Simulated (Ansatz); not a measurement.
# H₂S (triplet): wave-function methods side by side, def2-TZVPP

The task here is to estimate one member of a computed series from the others.

Program: Ansatz 0.2.0, Gaussian basis. Level of theory: def2-TZVPP, core rule «outside noble gas», up to 5 orbitals frozen. These are calculated values, not measurements.

The runs, in order: UHF; ROHF; CCSD(T) on UHF.

2 further runs of the same task are left out: 2 set aside as unsound or not needed.

### The system

The geometry is a PBE0/def2-TZVP stationary point (not a proven minimum) of the parent state, kept for this charge and spin.

3 atoms, charge 0, spin multiplicity 3.

Atoms are counted from 1 here; the program's logs count them from 0.

Bond lengths: S1–H2 1.341 Å, S1–H3 1.341 Å. Angles: H2–S1–H3 92.3°.

Coordinates:

```
S     0.00000   -0.05496    0.00000
H     0.00000    0.87419   -0.96720
H     0.00000    0.87419    0.96720
```

Set-up of the first run:

The input, in.yaml:

```yaml
crystal:
  periodic: [false, false, false]
  atoms:
    - {symbol: S, position_ang: [0.000000, -0.054959, 0.000000]}
    - {symbol: H, position_ang: [0.000000, 0.874191, -0.967203]}
    - {symbol: H, position_ang: [0.000000, 0.874188, 0.967205]}
basis:
  gaussian: {orbitals: def2-TZVPP}
magnetization: {spin_polarized: true, initial_magnetization: 2}
hamiltonian: {xc: hf}
output: {orbitals: {seedname: orbitals}}
```

Started as:

```console
$ ansatz run in.yaml --threads 1 --pin off --events-out ev --progress --plain --max-ram 3968MiB --backend cpu
```

Steps of the session up to this table: UHF; ROHF; CCSD(T) on UHF.

One of the session's tables, all rows but one given; the rest of the session is left out.

```
  method  from UCCSD(T) (kJ/mol)
    ROHF                  +553.8
     UHF                       ?
    UMP2                   +92.8
   UCCSD                   +18.0
UCCSD(T)                       0
```

Q: Estimate the row for UHF from the others.

The run gave: from UCCSD(T) (kJ/mol): +535.0. In the column «from UCCSD(T) (kJ/mol)» it lies between UMP2 (+92.8) and ROHF (+553.8).
